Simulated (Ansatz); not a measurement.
The first iterations of a band of C$_{2}$H$_{4}$OS (8 atoms, charge 0, multiplicity 1).

All numbers below come from RKS PBE/def2-mTZVP in Ansatz.

```json
{"movable images": "7", "climbing image": "yes", "spring": "5.0 eV/Å²", "optimiser": "quadratic models (default)", "start path": "through a guess of the saddle point", "force threshold": "0.03 eV/Å", "iteration limit": "60", "end points": "relaxed"}
```

First end point:

```xyz
8
Properties=species:S:1:pos:R:3
H -0.761 -1.969 -1.620
S 0.339 -1.594 -0.909
C -0.476 -0.114 -0.209
C 0.458 0.710 0.646
O -1.632 0.169 -0.439
H -0.131 1.291 1.366
H 1.003 1.413 -0.003
H 1.198 0.092 1.170
```

Last end point:

```xyz
8
Properties=species:S:1:pos:R:3
H -1.520 -0.940 -1.357
S 0.717 -1.896 -0.576
C -0.061 -0.472 -0.263
C 0.443 0.646 0.595
O -1.268 -0.172 -0.794
H -0.352 1.000 1.269
H 0.724 1.498 -0.046
H 1.317 0.334 1.173
```

| iteration | highest image above the first end (eV) | largest band force component (eV/Å) |
| --- | --- | --- |
| 1 | 1.159 | 1.830 |
| 2 | 1.236 | 1.410 |
| 3 | 1.123 | 2.125 |

Task: Does the band converge within its limit, and where does its top end?

Result: It converged. It ended after 9 iterations with the highest image 1.186 eV above the first end. A vibrational analysis at the climbing image gives one clearly imaginary mode, 1539i cm⁻¹: a first-order saddle point. The orbitals stay closed-shell, which can raise the energy where a bond breaks towards radicals; this wasn't checked here.

Time of the run: 49 s on 2 threads of INTEL(R) XEON(R) PLATINUM 8581C CPU @ 2.30GHz (Emerald Rapids), on a shared host, peak memory 0.18 GiB.
